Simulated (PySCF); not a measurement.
Method: PySCF, PBE0, basis F def2-TZVP, Na def2-TZVP (no relativity, density fitting).

```xyz
3
charge 1 multiplicity 1, angstrom
F     0.0000    0.0000    0.0000
Na    0.0000    0.0000    2.0117
Na    0.0000    0.0000   -2.0117
```

Na₂F⁺ (singlet), along the line from F1 (at 0) through Na2 (at 2.012 Å).

Q: Tabulate the fields along this line at -0.70, -0.50, -0.30, -0.10, 0.20, 0.40, 0.60, 0.80, 1.01, 1.21, 1.41, 1.61, 1.81, 2.11, 2.31, 2.51, 2.72, 2.92, 3.12 Å.

A: 
```json
{"distance (Å)": "-0.70", "electron density (e/Å³)": "1.18", "electron localisation function": "0.795", "electrostatic potential (V)": "10.5"}
{"distance (Å)": "-0.50", "electron density (e/Å³)": "3.53", "electron localisation function": "0.854", "electrostatic potential (V)": "30"}
{"distance (Å)": "-0.30", "electron density (e/Å³)": "9.5", "electron localisation function": "0.636", "electrostatic potential (V)": "121"}
{"distance (Å)": "-0.10", "electron density (e/Å³)": "112", "electron localisation function": "0.871", "electrostatic potential (V)": "789"}
{"distance (Å)": "0.20", "electron density (e/Å³)": "15.5", "electron localisation function": "0.149", "electrostatic potential (V)": "271"}
{"distance (Å)": "0.40", "electron density (e/Å³)": "5.97", "electron localisation function": "0.823", "electrostatic potential (V)": "58.5"}
{"distance (Å)": "0.60", "electron density (e/Å³)": "2.04", "electron localisation function": "0.842", "electrostatic potential (V)": "16.6"}
{"distance (Å)": "0.80", "electron density (e/Å³)": "0.7", "electron localisation function": "0.667", "electrostatic potential (V)": "8.17"}
{"distance (Å)": "1.01", "electron density (e/Å³)": "0.31", "electron localisation function": "0.0866", "electrostatic potential (V)": "8.78"}
{"distance (Å)": "1.21", "electron density (e/Å³)": "0.388", "electron localisation function": "0.069", "electrostatic potential (V)": "13.7"}
{"distance (Å)": "1.41", "electron density (e/Å³)": "1.54", "electron localisation function": "0.673", "electrostatic potential (V)": "25.8"}
{"distance (Å)": "1.61", "electron density (e/Å³)": "7.61", "electron localisation function": "0.865", "electrostatic potential (V)": "68.4"}
{"distance (Å)": "1.81", "electron density (e/Å³)": "28.7", "electron localisation function": "0.476", "electrostatic potential (V)": "310"}
{"distance (Å)": "2.11", "electron density (e/Å³)": "117", "electron localisation function": "0.442", "electrostatic potential (V)": "943"}
{"distance (Å)": "2.31", "electron density (e/Å³)": "15.7", "electron localisation function": "0.826", "electrostatic potential (V)": "136"}
{"distance (Å)": "2.51", "electron density (e/Å³)": "3.51", "electron localisation function": "0.84", "electrostatic potential (V)": "41.3"}
{"distance (Å)": "2.72", "electron density (e/Å³)": "0.727", "electron localisation function": "0.668", "electrostatic potential (V)": "20.8"}
{"distance (Å)": "2.92", "electron density (e/Å³)": "0.154", "electron localisation function": "0.359", "electrostatic potential (V)": "14.2"}
{"distance (Å)": "3.12", "electron density (e/Å³)": "0.0354", "electron localisation function": "0.117", "electrostatic potential (V)": "11.1"}
```

On a grid of 0.10 Å the density has a local minimum along the bond near 1.11 Å from F, at 0.28 e/Å³, where the ELF is 0.03.
